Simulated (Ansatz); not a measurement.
Basis-set extrapolation for CH6BP (`CBP`) (PBE0-D4/def2-TZVP geometry, frozen core, Ansatz). Multiplicity 1, RHF reference.

|  | def2-TZVPP | def2-QZVPP |
| --- | --- | --- |
| HF | -406.810898 | -406.823965 |
| MP2 correlation | -0.439521 | -0.469140 |
| CCSD(T) correlation | -0.507083 | not run |

Energies in hartree. Use E(X) = E(∞) + A·exp(−7.88·√X) for Hartree–Fock and E(X) = E(∞) + B·X^(−2.97) for correlation, with X = 3 and 4, and add CCSD(T) minus MP2 of the smaller set to the MP2 limit.

**Question.** What is the CCSD(T) energy at the basis-set limit?

**Answer.** HF limit: -406.823965 + (-0.013067) × 0.13774 = -406.82576. MP2 limit: -0.469140 + (-0.029619) × 0.74074 = -0.49108. Higher-order term: -0.507083 − (-0.439521) = -0.06756. Total: -407.38440 hartree, 41.7 kcal/mol below CCSD(T)/def2-TZVPP.
